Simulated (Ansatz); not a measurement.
For zinc-blende ZnS, PBE-D3(BJ) (plane waves, PAW; Ansatz, a program for electronic structure) gives:

| Item | Result |
|---|---|
| lattice parameter a | 5.375 Å |
| formation enthalpy | -0.824 eV/atom |

Q: What does r²SCAN+rVV10 (PAW; Ansatz) give for the same quantities?

A: 
- lattice constant a: 5.368 Å (falls by 0.1 %)
- formation enthalpy: -0.973 eV/atom (moves by -0.149 eV/atom)

For comparison: lattice constant a 5.41 Å (measured, room temperature, not corrected to a static lattice; as tabulated in Albrecht et al. (1997), arXiv:cond-mat/9706128); formation enthalpy -1.07 eV/atom (measured, 298 K, not corrected to a static lattice; as tabulated in Zhang et al. (2018), doi:10.1038/s41524-018-0065-z).

Changes are worked out from the printed values.

Unless a cell is named, each level is at its own relaxed cell (PBE-D3(BJ) 19.42, r²SCAN+rVV10 19.34 Å³/atom).

Ansatz's density-functional and Hartree–Fock values are scalar-relativistic unless marked +SOC, with PAW data made under PBE.
